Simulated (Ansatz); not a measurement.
Species: methyl formate, C2H4O2, charge 0, multiplicity 1. SMILES: COC=O
Coordinates optimised at B3LYP-D3(BJ)/def2-TZVP (Ansatz, a quantum-chemistry and plane-wave program):
```
O
C 1 1.3374
O 2 1.1990 1 125.87
H 2 1.0980 3 125.01 1 -180.00
C 1 1.4400 2 115.72 4 180.00
H 5 1.0858 1 105.58 2 -180.00
H 5 1.0891 6 110.74 1 119.38
H 5 1.0891 6 110.74 7 121.24
```

Give the harmonic wavenumbers at B3LYP-D3(BJ)/def2-TZVP (Ansatz, finite differences of forces, unscaled).

131, 301, 344, 777, 930, 1041, 1174, 1180, 1230, 1398, 1469, 1487, 1497, 1795, 3037, 3058, 3129, 3164 cm⁻¹. Zero-point energy 38.8 kcal/mol.

From these and the geometry, give the ideal-gas thermochemistry at 298.15 K and 1 atm (rigid rotor, harmonic oscillator).

Point group Cs, rotational symmetry number 1. Rotational constants 20.25, 6.839, 5.282 GHz. S(trans) 38.20, S(rot) 23.60, S(vib) 6.14, S(elec, spin only) 0.00, S 67.9 cal/(mol K). H(298) - H(0) 3.44 kcal/mol; G - E(el) 22.0 kcal/mol. Tabulated S at 1 bar: 68.2 cal/(mol K) (CRC Handbook, as tabulated in the package chemicals); it can hold hindered rotation or other conformers, which this model lacks.
